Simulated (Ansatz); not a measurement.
# NOF (nitrosyl fluoride): HF/STO-3G

What is the vertical ionisation energy of NOF (nitrosyl fluoride) at HF/STO-3G? 

The calculation is run with Ansatz 0.2.0.

63 further runs of the same task are left out: 16 that didn't finish, 47 set aside as unsound or not needed.

### Step 1. Starting point

NOF: 3 atoms, total charge 0, spin state singlet. As SMILES, `O=NF`. The coordinates come from a PBE0-D4/def2-TZVP relaxation.

Bond lengths: O1–N2 1.127 Å, N2–F3 1.483 Å. Angles: O1–N2–F3 110.4°.

### Step 2. The energy at HF/STO-3G

The input, molecule.yaml:

```yaml
crystal:
  periodic: [false, false, false]
  atoms:
    - {symbol: O, position_ang: [0.868350, 0.242970, 0.504740]}
    - {symbol: "N", position_ang: [0.148930, -0.482540, 0.029910]}
    - {symbol: F, position_ang: [-1.017290, 0.239580, -0.534650]}
basis:
  gaussian: {orbitals: STO-3G}
hamiltonian: {xc: hf}
accuracy: high
```

Run with:

```console
$ ansatz run molecule.yaml --threads 1 --pin off --max-ram 3480MiB --events-out events.jsonl --progress --plain --runs-dir runs
```

Log:

```text
Warning: RAYON_NUM_THREADS=1 ignored (pool sized by the plan → 1); use --threads N
Functional definition: HF
  name "HF"
  exchange = exact_x
  correlation = 0
251 factors; integrals over basis functions are off by at most 3.5e-8 eV
mean field evaluation 1: about -6132.4955 eV, gradient 2.7e1 eV
mean field evaluation 2: about -6132.6409 eV, gradient 2.7e1 eV
mean field evaluation 4: about -6136.0161 eV, gradient 2.8e0 eV
mean field evaluation 8: about -6136.1243 eV, gradient 1.5e-1 eV
mean field -6136.12442552 eV, -225.4984134232 hartree, gradient 1.1e-8 eV, S^2 0.000000; 0 other end points of the search recorded, 0 dependent functions left out
reference -6136.12442552 eV, -225.4984134232 hartree; 12, 12 occupied and 3, 3 virtual orbitals, 251 factors
Total energy: -6136.12442552 eV, -225.4984134232 hartree
```

Run time: 0.12 s. Hardware: 1 thread of Intel Xeon Platinum 8488C (Sapphire Rapids), shared host.

### Step 3. The doublet cation at the same level

The input, in.yaml:

```yaml
crystal:
  periodic: [false, false, false]
  atoms:
    - symbol: O
      position_ang: [0.868350, 0.242970, 0.504740]
    - symbol: N
      position_ang: [0.148930, -0.482540, 0.029910]
    - symbol: F
      position_ang: [-1.017290, 0.239580, -0.534650]
basis:
  gaussian:
    orbitals: STO-3G
accuracy: high
hamiltonian:
  xc: hf
magnetization:
  spin_polarized: true
  initial_magnetization: 1
total_charge: 1
```

Run with:

```console
$ ansatz run in.yaml --threads 1 --pin off --max-ram 3480MiB --events-out events.jsonl --progress --plain --runs-dir runs
```

Log (excerpt; [...] marks lines left out):

```text
Warning: RAYON_NUM_THREADS=1 ignored (pool sized by the plan → 1); use --threads N
Functional definition: HF
  name "HF"
[...]
251 factors; integrals over basis functions are off by at most 3.5e-8 eV
[...]
mean field -6127.39154998 eV, -225.1774861665 hartree, gradient 3.4e-8 eV, S^2 1.031697; 3 other end points of the search recorded, 0 dependent functions left out
reference -6127.39154998 eV, -225.1774861665 hartree; 12, 11 occupied and 3, 4 virtual orbitals, 251 factors
Total energy: -6127.39154998 eV, -225.1774861665 hartree
```

Wall time 0.22 s (1 thread of Intel Xeon Platinum 8488C (Sapphire Rapids), shared host).

### Step 4. Summary of results

Level: HF/STO-3G.

```
                                          quantity          value
                         singlet NOF: total energy  -225.49841 Eh
                      doublet cation: total energy  -225.17749 Eh
                              doublet cation: ⟨S²⟩          1.032
vertical ionisation energy (to the doublet cation)       8.733 eV
```

What this shows: The vertical ionisation energy comes to 8.73 eV (843 kJ/mol). In a minimal basis such a difference can be off by several eV, whatever the method. ⟨S²⟩ (doublet cation) is 1.03 where a pure doublet has 0.75: the reference is spin-contaminated.
